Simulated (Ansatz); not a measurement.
## How methods differ on SO2 (sulfur dioxide)

SO2: 3 atoms, total charge 0, spin state singlet. As SMILES, `O=S=O`. The shape was relaxed beforehand at B3LYP/def2-SVP.

```xyz
3

O    -0.9956    0.6579   -0.4697
S     0.2772    0.3675    0.1921
O     0.7184   -1.0254    0.2776
```

Quantity: the dissociation energy of the S2–O1 bond into singlet SO and triplet O (shapes relaxed at B3LYP/def2-SVP, no zero-point term), in eV. The values are calculated.

| level | kind | program | value (eV) | less CCSD(T)/def2-TZVPP | CPU time (all runs) |
| --- | --- | --- | --- | --- | --- |
| SVWN5/def2-TZVPP | LDA | Ansatz | 8.38 | +2.03 | 1.5 s |
| BLYP/def2-TZVPP | GGA | Ansatz | 6.83 | +0.48 | 2.5 s |
| PBE/def2-TZVPP | GGA | Ansatz | 7.24 | +0.89 | 2.6 s |
| CAM-B3LYP/def2-TZVPP | range-separated hybrid | Ansatz | 6.63 | +0.28 | 2.4 s |
| wB97M-V/def2-TZVPP | range-separated hybrid | Ansatz | 6.67 | +0.32 | 7.6 s |
| B2PLYP/def2-TZVPP | double hybrid | Ansatz | 6.68 | +0.33 | 3.8 s |
| MP2/def2-TZVPP | perturbation theory | Ansatz | 7.04 | +0.69 | 2.4 s |
| CCSD(T)/def2-TZVPP | coupled cluster or CI | Ansatz | 6.35 | 0.00 | 5.5 s |

CCSD(T)/def2-TZVPP is the highest level here, not the true value. The values span 6.35 to 8.38 eV. A fragment with an even electron count was run as a singlet and may have a lower triplet. Measured bond enthalpies also hold zero-point and thermal terms, a few tenths of an eV less. In so small a basis fixed costs decide the times, and correlated methods can beat functionals. CPU times are rough (shared hosts, several kinds of processor and program).
